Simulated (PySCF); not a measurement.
**[CO3]2-: core ionisation energies**

Species: carbonate ion, CO₃ (charge -2).
SMILES with atom numbers: `[O:1]=[C:2]([O-:3])[O-:4]`

Method: delta-SCF UKS SCAN, pcX-2 on the ionised atom, pcseg-1 elsewhere, spin-free X2C (PySCF). Binding energies are ΔSCF values: E(core-ionised, relaxed orbitals) − E(ground state) at a fixed geometry, referred to the vacuum level.

Question: List the computed XPS lines with their assignment.

Answer: 
| atom(s) | bonded to | level | binding energy (eV) | count |
| --- | --- | --- | --- | --- |
| O1/O3/O4 | C | O 1s | 523.47 | 3 |
| C2 | 3 O | C 1s | 281.30 | 1 |

Question: Which photon wavelength matches the O 1s of O1/O3/O4 threshold?

Answer: λ = hc/E = 12398.42 eV Å / 523.47 eV = 23.685 Å.

Question: Which effective nuclear charge Zeff reproduces each element's mean 1s value in the hydrogen-like formula E = 13.606 eV × Zeff²?

Answer: C (Z = 6): mean 281.3 eV, Zeff = 4.55, Z − Zeff = 1.45; O (Z = 8): mean 523.5 eV, Zeff = 6.20, Z − Zeff = 1.80. Means run over the listed sites, weighted by atom count.

The first atom of each set that the bonding makes equivalent was ionised and stands for the set. The species carries charge -2, so core ionisation leaves charge -1. The basis sets have no added diffuse functions. Isolated species at its PBE0-D3(BJ)/def2-SVP geometry, gas phase. Whether so highly charged an anion holds all its electrons in the gas phase wasn't checked; a finite basis holds them in any case. No counter-ion or solvent screens the charge of this multiply charged ion.
